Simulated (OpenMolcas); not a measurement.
## Setting up SiH3 (silyl radical) in OpenMolcas

SiH3 has 4 atoms, charge 0, and is taken as a doublet. As SMILES, `[SiH3]`. The shape is that of a GFN2-xTB optimisation.

```xyz
4

Si    0.2066   -0.0189   -0.1151
H     0.5871    0.6618    1.1056
H    -0.1950   -1.4016    0.0434
H    -0.5987    0.7587   -1.0339
```

Settings wanted:

| Setting | Value |
| --- | --- |
| method | HF |
| reference | UHF |
| basis set | ANO-L-MB |
| task | energy |
| nucleus | point |

**Question.** Write the OpenMolcas 26.06 input and the command.

**Answer.** This one ran through:

geom.xyz:
```
4

Si     0.206560    -0.018900    -0.115090
H      0.587110     0.661780     1.105640
H     -0.194960    -1.401590     0.043390
H     -0.598710     0.758710    -1.033940
```

step1.input:
```
&GATEWAY
  Coord
  geom.xyz
  Basis
  ANO-L-MB
  Group
  NoSym

&SEWARD

&SCF
  UHF
  Spin
  2
  PrOrbitals
  0
```

```bash
$ export MOLCAS_MEM=1860
$ pymolcas step1.input > step1.log
```

Calculated total energy: -290.52603 Eh.
